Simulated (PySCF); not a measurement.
# Molecular orbitals of PO

M06-2X at R = 1.475 Å; PySCF, no relativity, basis sets P def2-TZVPPD, O def2-TZVPPD. State: ²Π (doublet), unpaired electrons π ↑. Only the outer orbitals are listed, counted within each symmetry.

```json
{"spin": "α", "orbital": "5σ", "occ.": "1", "ε (eV)": "-31.31", "on P (%)": "22", "main shells (%)": "74 O s, 13 P s"}
{"spin": "α", "orbital": "6σ", "occ.": "1", "ε (eV)": "-17.47", "on P (%)": "64", "main shells (%)": "62 P s, 23 O p, 13 O s"}
{"spin": "α", "orbital": "2π", "occ.": "1", "ε (eV)": "-13.46", "on P (%)": "24", "main shells (%)": "76 O p, 21 P p"}
{"spin": "α", "orbital": "7σ", "occ.": "1", "ε (eV)": "-12.65", "on P (%)": "50", "main shells (%)": "44 O p, 30 P p, 20 P s"}
{"spin": "α", "orbital": "2π", "occ.": "1", "ε (eV)": "-12.63", "on P (%)": "28", "main shells (%)": "71 O p, 24 P p"}
{"spin": "α", "orbital": "3π", "occ.": "1", "ε (eV)": "-6.79", "on P (%)": "84", "main shells (%)": "78 P p, 16 O p"}
{"spin": "α", "orbital": "3π", "occ.": "0", "ε (eV)": "-2.40", "on P (%)": "80", "main shells (%)": "72 P p, 20 O p"}
{"spin": "β", "orbital": "5σ", "occ.": "1", "ε (eV)": "-30.85", "on P (%)": "22", "main shells (%)": "74 O s, 12 P s"}
{"spin": "β", "orbital": "6σ", "occ.": "1", "ε (eV)": "-16.63", "on P (%)": "55", "main shells (%)": "54 P s, 30 O p, 15 O s"}
{"spin": "β", "orbital": "2π", "occ.": "1", "ε (eV)": "-12.43", "on P (%)": "27", "main shells (%)": "72 O p, 23 P p"}
{"spin": "β", "orbital": "7σ", "occ.": "1", "ε (eV)": "-12.07", "on P (%)": "56", "main shells (%)": "38 O p, 30 P p, 25 P s"}
{"spin": "β", "orbital": "2π", "occ.": "1", "ε (eV)": "-11.96", "on P (%)": "26", "main shells (%)": "73 O p, 21 P p"}
{"spin": "β", "orbital": "3π", "occ.": "0", "ε (eV)": "-2.13", "on P (%)": "81", "main shells (%)": "72 P p, 19 O p, 9 P d"}
{"spin": "β", "orbital": "3π", "occ.": "0", "ε (eV)": "-1.60", "on P (%)": "81", "main shells (%)": "71 P p, 19 O p, 10 P d"}
```

Q: Which are the highest filled and the lowest empty level, where do they sit, and how wide is the gap?

A: Highest filled α 3π at -6.79 eV (in %: 78 P p, 16 O p); lowest empty α 3π at -2.40 eV (in %: 72 P p, 20 O p); the gap at M06-2X is 4.39 eV. Both belong to one degenerate shell, split only by its one-sided filling, so this is no excitation gap.

| Property | Result |
| --- | --- |
| bond order (Mayer) | 2.13 |
| ⟨S²⟩ | 0.754 |
| charge on P (Mulliken, basis-dependent) | 0.41 |
| charge on P (Löwdin, basis-dependent) | 0.68 |
| dipole moment (positive dipole means P(−)O(+)) | -2.17 D |

The state is the lowest determinant that a PBE0 search found; another state may lie lower at other levels.
